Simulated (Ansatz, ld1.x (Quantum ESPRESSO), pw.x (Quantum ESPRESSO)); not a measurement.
**From atom to crystal: PAW potential for rubidium**

- Element: Rb
- Generator: ld1.x (Quantum ESPRESSO) 7.5
- Type: PAW
- Functional: PBE
- Relativity: scalar-relativistic
- Frozen core: [Ar] 3d10
- Valence charge: 9
- Reference configuration: 4s2 4p6 4d0 5s0 5p1
- Partial waves: 4s (bound): rcut 1.90, rcutus 2.50 bohr; 5s (bound, empty): rcut 1.90, rcutus 2.50 bohr; 4p (bound): rcut 2.30, rcutus 2.70 bohr; 5p (bound): rcut 2.30, rcutus 2.70 bohr; 4d (bound, empty): rcut 3.80, rcutus 4.50 bohr; 4d channel at 0.35 Ry: rcut 3.80, rcutus 4.50 bohr
- Local potential: all-electron potential smoothed inside 4.00 bohr (lloc = -1)
- Core correction: none
- Augmentation charge: PSQ, radius 2.05 bohr

Crystal test: bcc Rb in pw.x 7.5, no spin, 8³ k-points, Fermi–Dirac smearing 0.01 Ry, cutoffs 40/320 Ry. The reference is all-electron LAPW (Ansatz 0.2.0) with the same functional, mesh and smearing; V0 and B0 come from Birch–Murnaghan fits to the pressures at five volumes. Errors are pseudo minus all-electron; Δ is the rms difference of the E(V) curves that follow from these fits, minima aligned, over ±6 % about the mean V0. Mesh and smearing are coarse, so the numbers serve the comparison and aren't converged zero-temperature values; the lattice is a test structure that the element need not adopt.

All-electron: a0 = 5.681 Å (V0 = 91.67 Å³/atom), B0 = 2.7 GPa.

Problem. How far does the potential miss the all-electron equation of state?

Solution. mean pressure error (GPa): +0.01; a0 (Å): 5.687; a0 error (%): +0.11; B0 error (%): +0.4; Δ (meV/atom): 0.2. Atomic configuration tests: test run stopped at test 4 of 7 (negative rho).

| V (Å³/atom) | P all-electron (GPa) | P pseudo (GPa) |
| --- | --- | --- |
| 87.211 | 0.15 | 0.16 |
| 89.506 | 0.07 | 0.08 |
| 91.801 | -0.00 | 0.01 |
| 94.096 | -0.07 | -0.06 |
| 96.391 | -0.12 | -0.12 |

Problem. At the middle volume, how do free energy and pressure move when the wave cutoff is lowered (ecutrho held at 320 Ry)?

Solution.

| cutoff (Ry) | shift of F (meV/atom) | shift of P (GPa) |
| --- | --- | --- |
| 18 | +10.2 | -0.09 |
| 24 | +3.5 | -0.00 |
| 32 | +0.3 | -0.00 |

Input at the middle volume:

```
&control
  calculation='scf', prefix='x', pseudo_dir='./', outdir='./tmp', tstress=.true., disk_io='low'
/
&system
  ibrav=0, nat=1, ntyp=1, ecutwfc=40, ecutrho=320, nbnd=12,
  occupations='smearing', smearing='fd', degauss=0.01
/
&electrons
  conv_thr=1e-09, mixing_beta=0.4, electron_maxstep=70
/
ATOMIC_SPECIES
Rb 1.0 Rb.UPF
CELL_PARAMETERS angstrom
  -2.84181503 2.84181503 2.84181503
  2.84181503 -2.84181503 2.84181503
  2.84181503 2.84181503 -2.84181503
ATOMIC_POSITIONS crystal
Rb 0.0000 0.0000 0.0000
K_POINTS automatic
8 8 8 0 0 0
```

```bash
pw.x < Rb.scf.in > Rb.scf.out
```

Lines of the output:

```
Message from routine setup:
     using ibrav=0 with symmetry is DISCOURAGED, use correct ibrav instead
     lattice parameter (alat)  =       9.3015  a.u.
     unit-cell volume          =     619.5039 (a.u.)^3
     number of electrons       =         9.00
     number of Kohn-Sham states=           12
     kinetic-energy cutoff     =      40.0000  Ry
     charge density cutoff     =     320.0000  Ry
     scf convergence threshold =      1.0E-09
     Exchange-correlation= SLA  PW   PBX  PBC
     number of k points=    29  Fermi-Dirac smearing, width (Ry)=  0.0100
     iteration #  1     ecut=    40.00 Ry     beta= 0.40
     total energy              =    -239.92296192 Ry
     estimated scf accuracy    <       0.01514009 Ry
     iteration #  2     ecut=    40.00 Ry     beta= 0.40
     total energy              =    -239.92193083 Ry
     estimated scf accuracy    <       0.00277267 Ry
     iteration #  3     ecut=    40.00 Ry     beta= 0.40
     total energy              =    -239.92303823 Ry
     estimated scf accuracy    <       0.00018806 Ry
     iteration #  4     ecut=    40.00 Ry     beta= 0.40
     total energy              =    -239.92291739 Ry
     estimated scf accuracy    <       0.00079689 Ry
     iteration #  5     ecut=    40.00 Ry     beta= 0.40
     total energy              =    -239.92290665 Ry
     estimated scf accuracy    <       0.00009256 Ry
     iteration #  6     ecut=    40.00 Ry     beta= 0.40
     total energy              =    -239.92291647 Ry
     estimated scf accuracy    <       0.00001054 Ry
     iteration #  7     ecut=    40.00 Ry     beta= 0.40
     total energy              =    -239.92291651 Ry
     estimated scf accuracy    <       0.00000371 Ry
     iteration #  8     ecut=    40.00 Ry     beta= 0.40
     total energy              =    -239.92291737 Ry
     estimated scf accuracy    <       0.00000004 Ry
     iteration #  9     ecut=    40.00 Ry     beta= 0.40
     total energy              =    -239.92291747 Ry
     estimated scf accuracy    <       0.00000003 Ry
     iteration # 10     ecut=    40.00 Ry     beta= 0.40
     total energy              =    -239.92291747 Ry
     estimated scf accuracy    <       0.00000002 Ry
     iteration # 11     ecut=    40.00 Ry     beta= 0.40
     total energy              =    -239.92291746 Ry
     estimated scf accuracy    <          6.1E-09 Ry
     iteration # 12     ecut=    40.00 Ry     beta= 0.40
     total energy              =    -239.92291746 Ry
     estimated scf accuracy    <          2.9E-09 Ry
     iteration # 13     ecut=    40.00 Ry     beta= 0.40
     the Fermi energy is     1.9254 ev
!    total energy              =    -239.92291746 Ry
     estimated scf accuracy    <          3.3E-10 Ry
     smearing contrib. (-TS)   =      -0.00423871 Ry
     convergence has been achieved in  13 iterations
          total   stress  (Ry/bohr**3)                   (kbar)     P=        0.05
```

The run at the middle volume (29 k-points, 13 iterations) took about 27 s on one core of a shared host (Neoverse-V2, 96 threads, 742 GiB, load 80).
